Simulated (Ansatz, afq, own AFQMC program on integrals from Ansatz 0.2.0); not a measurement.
# NH$_{3}$ + Cl, doublet in cc-pVTZ along one coordinate

```yaml
atoms:
  - { symbol: N, position_ang: [-1.8123, -0.0109, -0.0169] }
  - { symbol: H, position_ang: [-2.1096, 0.9570, -0.0169] }
  - { symbol: H, position_ang: [-2.1096, -0.4132, 0.8634] }
  - { symbol: H, position_ang: [-0.7998, -0.0109, -0.0169] }
  - { symbol: Cl, position_ang: [0.8587, -0.0109, -0.0169] }
```

A hydrogen atom is moved from one rigid fragment to the other; the N1–H4 distance tells how far. The two fragments are held close together, so this isn't a minimum-energy path and the start is a compressed complex. Energies in eV count from this geometry (1.012 Å) at the same level; the start stands on UHF, each point on the determinant named.

Basis cc-pVTZ. Only valence electrons are correlated. Ansatz 0.2.0 and our own AFQMC program on the same integrals; the CISD trial comes from CCSD amplitudes, and released means the phaseless constraint is let go. ± is one standard error of the sampling.

```json
{"r(N1–H4) / Å": "1.101", "det.": "UHF", "T1": "0.025", "weight": "0.85", "⟨S²⟩": "0.79", "CCSD(T)": "0.015", "ph-AFQMC/CISD": "0.001 ± 0.014", "PBE0": "-0.032", "CCSD": "0.043"}
{"r(N1–H4) / Å": "1.145", "det.": "UHF", "T1": "0.021", "weight": "0.85", "⟨S²⟩": "0.79", "CCSD(T)": "0.046", "ph-AFQMC/CISD": "0.042 ± 0.012", "PBE0": "-0.007", "CCSD": "0.081"}
{"r(N1–H4) / Å": "1.189", "det.": "UHF", "T1": "0.034", "weight": "0.83", "⟨S²⟩": "0.78", "CCSD(T)": "0.074", "ph-AFQMC/CISD": "0.066 ± 0.014", "PBE0": "0.026", "CCSD": "0.106"}
{"r(N1–H4) / Å": "1.233", "det.": "UHF", "T1": "0.031", "weight": "0.84", "⟨S²⟩": "0.77", "CCSD(T)": "0.088", "ph-AFQMC/CISD": "0.074 ± 0.014", "PBE0": "0.061", "CCSD": "0.111"}
{"r(N1–H4) / Å": "1.321", "det.": "UHF", "T1": "0.021", "weight": "0.86", "⟨S²⟩": "0.77", "CCSD(T)": "0.105", "ph-AFQMC/CISD": "0.088 ± 0.012", "PBE0": "0.141", "CCSD": "0.105"}
```

Weight is that of the determinant in the CISD state; at the start T1 is 0.030 and the weight 0.84, and ⟨S²⟩ is 0.77. Largest departures from phaseless AFQMC with a CISD trial: CCSD(T) 0.018 eV at 1.321 (on UHF) (within the noise), PBE0 0.053 eV at 1.321, CCSD 0.042 eV at 1.101 (on UHF). The walk's constraint bias lies outside its error bars, so these are departures and not errors. Functionals count only at points shown to share the start's state and spin.

Some points may be missing: those where a free walk finds a much lower state, and past Zn most of those on another determinant than at the start.

A walk keeps the symmetry of its determinant, which the program's search chose and which needn't be the lowest solution, so a lower state of the same spin and another symmetry isn't excluded.
